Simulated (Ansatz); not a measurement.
Geometry optimisation, RKS r2SCAN-D4/6-31G* in Ansatz.

Input:

```yaml
crystal:
  periodic: [false, false, false]
  atoms:
    - { symbol: B, position_ang: [0.0396, -0.292064, 0.113156] }
    - { symbol: O, position_ang: [0.026206, -0.470346, 1.490304] }
    - { symbol: H, position_ang: [-0.864419, -0.60726, 1.847348] }
    - { symbol: H, position_ang: [1.098696, -0.110776, -0.402895] }
    - { symbol: O, position_ang: [-1.056572, -0.362784, -0.699725] }
    - { symbol: H, position_ang: [-1.891986, -0.495367, -0.226978] }
    - { symbol: H, position_ang: [-0.344954, 2.035519, 0.559675] }
    - { symbol: H, position_ang: [-0.175572, 1.717677, 1.168215] }
basis:
  gaussian: { orbitals: "6-31G*" }
hamiltonian:
  xc: r2scan
  dispersion: d4
relax:
  f_tol: 0.03
  max_steps: 50
output:
  orbitals: {}
```

Run as:

```bash
$ ansatz run input.yaml --threads 1 --pin off --max-ram 2048MiB --backend cpu --events-out ev --progress --plain --runs-dir out
```

Q: Where does it end, and by what steps?

A: The run converged. The force dipped under the threshold on the way, but the program's further checks kept it going. After 17 steps the energy has fallen by 0.221 eV; H7 moved furthest, 1.16 Å.

```csv
step,energy less start (eV),largest force component (eV/Å),accepted
0,0.0000,1.176,yes
1,-0.1339,0.349,yes
2,-0.1838,0.184,yes
3,-0.1996,0.186,yes
4,-0.1706,0.674,no
5,-0.2027,0.070,yes
6,-0.2065,0.019,yes
7,-0.2017,0.595,no
8,-0.2087,0.073,yes
9,-0.2102,0.170,yes
10,-0.2122,0.248,yes
11,-0.2139,0.240,yes
12,-0.2179,0.080,yes
13,-0.2180,0.080,yes
14,-0.2201,0.074,yes
15,-0.2207,0.083,yes
16,-0.2211,0.063,yes
17,-0.2213,0.029,yes
```

```xyz
8
Properties=species:S:1:pos:R:3
B 0.084 -0.715 -0.025
O 0.096 -0.398 1.307
H -0.782 -0.248 1.688
H 1.139 -0.918 -0.547
O -1.033 -0.821 -0.806
H -1.861 -0.639 -0.338
H -0.576 2.907 1.282
H -0.236 2.247 1.287
```

Whether the end is a true minimum wasn't checked by a vibrational analysis.

Run time: 36 s on 1 thread of Arm Neoverse V2, on a shared host, peak memory 0.11 GiB.
